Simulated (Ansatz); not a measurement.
Geometry optimisation, RKS PBE-D4/def2-SVP in Ansatz.

The input (input.yaml):

```yaml
crystal:
  periodic: [false, false, false]
  atoms:
    - { symbol: Si, position_ang: [0.218938, -0.000836, -0.073074] }
    - { symbol: F, position_ang: [0.241409, -0.004367, 1.55057] }
    - { symbol: H, position_ang: [1.657872, 0.001584, -0.510478] }
    - { symbol: H, position_ang: [-0.456987, 1.244556, -0.558401] }
    - { symbol: H, position_ang: [-0.454204, -1.245844, -0.563225] }
    - { symbol: Cl, position_ang: [-2.861096, -0.003485, 1.208022] }
    - { symbol: H, position_ang: [-1.817131, 0.008391, 2.043187] }
basis:
  gaussian: { orbitals: def2-SVP }
hamiltonian:
  xc: pbe
  dispersion: d4
relax:
  f_tol: 0.03
  max_steps: 50
output:
  orbitals: {}
```

Launched with:

```bash
$ ansatz run input.yaml --threads 1 --pin off --max-ram 2048MiB --backend cpu --events-out ev --progress --plain --runs-dir out
```

Where does it end, and by what steps?

The run converged. After 5 steps the energy has fallen by 0.068 eV; Cl6 moved furthest, 0.31 Å.

| step | energy less start (eV) | largest force component (eV/Å) | accepted |
| --- | --- | --- | --- |
| 0 | 0.0000 | 1.074 | yes |
| 1 | -0.0310 | 0.920 | yes |
| 2 | -0.0563 | 0.160 | yes |
| 3 | -0.0651 | 0.307 | yes |
| 4 | -0.0677 | 0.040 | yes |
| 5 | -0.0683 | 0.013 | yes |

```xyz
7
Properties=species:S:1:pos:R:3
Si 0.254 0.000 -0.121
F 0.106 0.000 1.532
H 1.723 0.000 -0.419
H -0.393 1.241 -0.653
H -0.393 -1.241 -0.653
Cl -3.001 0.000 1.490
H -1.767 0.000 1.920
```

Whether the end is a true minimum wasn't checked by a vibrational analysis.

The run took 11 s on 1 thread of Arm Neoverse V1 (shared host), peak memory 0.13 GiB.
